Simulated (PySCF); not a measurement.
The S–F bond energy of SF₅

Method: PySCF, PBE, basis S def2-TZVP, F def2-TZVP (no relativity, density fitting).

Each entry is the lowest minimum that a search over a few typed start shapes (and spin states, where more than one is plausible) found, or that minimum re-optimised at the stated level; isomers with ligand–ligand bonds, or fragments after loss of a ligand pair, can lie lower.

Total energies (Eh), which compare only within these settings: F atom -99.66913.

```
species  2S+1  group      E (Eh)  ZPE (kJ/mol)
    SF₄     1    C2v  -797.19079          28.2
    SF₅     2    C4v  -896.93874          36.5
```

(1) What are De and D0 for SF₅ → SF₄ + F?

Results:

(1) De = [(-797.19079) + (-99.66913) − (-896.93874)] × 2625.5 = 207 kJ/mol. The zero-point energy changes by -8.3 kJ/mol, so D0 = 199 kJ/mol.

Atoms and open shells are unrestricted, without spin–orbit or basis-set superposition corrections.
